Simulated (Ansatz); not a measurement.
## Two structures, one formula

The two ends of one reaction step of SiH₅SF, singlet (PBE0-D4/def2-TZVP).

A:

```json
{"atom": "Si1", "x (Å)": "-0.9054", "y (Å)": "0.6573", "z (Å)": "0.0076"}
{"atom": "S2", "x (Å)": "0.1982", "y (Å)": "-0.7807", "z (Å)": "1.1764"}
{"atom": "H3", "x (Å)": "-0.0045", "y (Å)": "1.3521", "z (Å)": "-0.9403"}
{"atom": "H4", "x (Å)": "-1.5621", "y (Å)": "1.6408", "z (Å)": "0.9019"}
{"atom": "H5", "x (Å)": "-1.9157", "y (Å)": "-0.1531", "z (Å)": "-0.7084"}
{"atom": "H6", "x (Å)": "1.3456", "y (Å)": "-1.3540", "z (Å)": "-0.6200"}
{"atom": "F7", "x (Å)": "1.7489", "y (Å)": "-1.4698", "z (Å)": "-1.4569"}
{"atom": "H8", "x (Å)": "1.0950", "y (Å)": "0.1074", "z (Å)": "1.6397"}
```

B:

```xyz
8
angstrom
Si -0.6394 0.7536 -0.9299
S 0.5111 -1.5760 1.7542
H -0.9758 1.6509 -2.0621
H -0.5504 1.5270 0.3291
H -1.6312 -0.3392 -0.8243
H 1.2797 -1.5529 0.6543
F 0.8002 0.1169 -1.2459
H 1.2057 -0.5801 2.3247
```

Program: Ansatz 0.2.0. Basis: def2-TZVPP. Cores are frozen in the correlated methods. B3LYP uses VWN-RPA correlation.

Q: Which structure is lower at CCSD(T), and by how much? (An estimate is asked for; the value comes from the calculation.)

A: By the calculation: B, by 14.79 kcal/mol (electronic energy, against the other). By their contacts, A is a complex of SiH₄S ([SiH3][SH]) + HF and B is a complex of SiH₃F ([F][SiH3]) + H₂S.

All methods give the same order:

```tsv
method	E(B) − E(A) (kcal/mol)
SPW92	-9.00
PBE-D4	-9.99
BLYP-D4	-13.94
r2SCAN-D4	-13.45
B97M-V	-15.70
PBE0-D4	-10.97
B3LYP-D4	-14.62
r2SCAN0-D4	-13.48
BHLYP-D4	-16.34
CAM-B3LYP-D4	-16.08
wB97X-V	-14.65
wB97M-V	-14.68
B2PLYP	-15.27
PBE-QIDH	-12.62
RPA on PBE	-16.22
HF	-20.50
MP2	-13.95
CCSD	-15.81
CCSD(T)	-14.79
```

No T1 diagnostic of these runs exceeds 0.011.

Labels in which every atom is bracketed show which atoms are joined, not bond orders.

For scale, one of the runs: CCSD(T)/def2-TZVPP, 185 basis functions (an equivalent command: `ansatz run in.yaml --threads 2`). Time: 25 s of wall clock on 2 CPU threads; the host was shared. Peak host memory: 1.9 GiB.
